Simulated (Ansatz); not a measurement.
**Diamond-structure Si**

The numbers are results of HSE06-D3(BJ) in Ansatz (plane waves, PAW), not measurements.

Numerical settings: plane-wave cutoff 460 eV, 8×8×8 k mesh, Fermi–Dirac smearing 0.01 eV, scalar-relativistic PAW data made under PBE.

Cell: relaxed at this level.

```
Quantity                                                 Result
-------------------------------------------  ------------------
equilibrium volume per atom                       19.56 Å³/atom
bulk modulus                                            102 GPa
lattice constant a                                      5.389 Å
band gap                                     1.09 eV (indirect)
smallest direct gap on the k points sampled             3.32 eV
width of the whole s-p valence band                    13.46 eV
pressure derivative B′ of the bulk modulus                  4.6
```

Measured, for comparison: equilibrium volume per atom 19.91 Å³/atom, lattice constant a 5.421 Å (static lattice: zero-point anharmonic expansion removed; as tabulated in Mejia-Rodriguez and Trickey (2018), arXiv:1807.09216); bulk modulus 101 GPa (0 K value with zero-point phonon effects removed; as tabulated in Sun et al. (2011), doi:10.1103/physrevb.84.035117). Computed (rounded) less measured: equilibrium volume per atom -1.8 %, bulk modulus +1.0 %, lattice constant a -0.6 %.

The result took around 7 core-minutes (rough).

Ansatz is a quantum-chemistry and plane-wave program.
